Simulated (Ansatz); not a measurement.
## A basis-limit estimate, worked out

An elementary step of AlNH$_{6}$O, singlet (AlNH₄ ([NH2][AlH2]) + H₂O → AlH₃O ([OH][AlH2]) + NH₃ (still joined by a long Al–N bond); bonds formed: N2–H5; dative contacts that become bonds: Al1–O6; bonds broken: H5–O6; bonds weakened to dative contacts: Al1–N2). “Start” is the structure reached by relaxing down from the saddle towards the reactants; PBE0-D4/def2-TZVP structures. The saddle:

Al1  (-0.250, -0.744, 0.556)
N2  (-0.500, 1.067, 0.027)
H3  (-1.496, -1.693, 0.310)
H4  (0.740, -0.904, 1.793)
H5  (0.436, 0.415, -0.879)
O6  (0.817, -0.627, -1.041)
H7  (-0.140, 1.814, 0.605)
H8  (-1.380, 1.371, -0.368)
H9  (1.774, -0.700, -1.002)
(Å)

Computed with Ansatz 0.2.0 (basis: def2-TZVPP and def2-QZVPP); correlated methods freeze the cores.

Energies in eV:

| quantity | saddle | start |
| --- | --- | --- |
| Hartree–Fock, triple zeta (X = 3) | -10199.47543 | -10199.81961 |
| Hartree–Fock, quadruple zeta (X = 4) | -10199.85721 | -10200.20727 |
| MP2 correlation, X = 3 | -15.91373 | -15.67225 |
| MP2 correlation, X = 4 | -17.09677 | -16.85729 |
| CCSD(T) correlation, X = 3 | -17.17834 | -16.97282 |

Question: Work out the barrier at the basis limit: extrapolate Hartree–Fock as E(X) = E∞ + A exp(−7.88 √X) and the MP2 correlation as E(X) = E∞ + B X^−2.97 (the exponents that Neese and Valeev fitted for def2-TZVPP and QZVPP), then add CCSD(T) − MP2 in triple zeta.

Answer: Each step is linear, so take the differences first (saddle − start): Hartree–Fock 0.34418 (X = 3) and 0.35006 (X = 4); MP2 correlation -0.24148 and -0.23948; CCSD(T) correlation -0.20552.
Two points give E∞ = E(4) + w [E(4) − E(3)], with w = 1/(exp(7.88 (2 − √3)) − 1) = 0.1377 for Hartree–Fock and w = 1/((4/3)^2.97 − 1) = 0.7407 for the correlation.
Hartree–Fock: 0.35006 + 0.1377 × 0.00588 = 0.3509 eV.
MP2 correlation: -0.23948 + 0.7407 × 0.00200 = -0.2380 eV.
CCSD(T) − MP2: -0.20552 − (-0.24148) = 0.0360 eV.
Sum: 0.3509 + (-0.2380) + 0.0360 = 0.1489 eV, or 3.43 kcal/mol. Plain CCSD(T) in triple zeta gives 0.1387 eV, so the larger basis shifts the result by 0.0102 eV.

The T1 diagnostic stays at or below 0.011.

The step is the kind of ligand exchange by which a precursor binds to a hydroxyl group, or is hydrolysed, in atomic layer deposition of oxides.

Labels in which every atom is bracketed show which atoms are joined, not bond orders.

For scale, one of the runs: CCSD(T)/def2-TZVPP, 188 basis functions, launched by `ansatz run in.yaml --threads 2 --pin off --events-out ev --progress --plain --max-ram 4352MiB`. Time: 43 s of wall clock on 2 CPU threads of an Arm Neoverse V2; the host was shared. Peak host memory: 2 GiB.
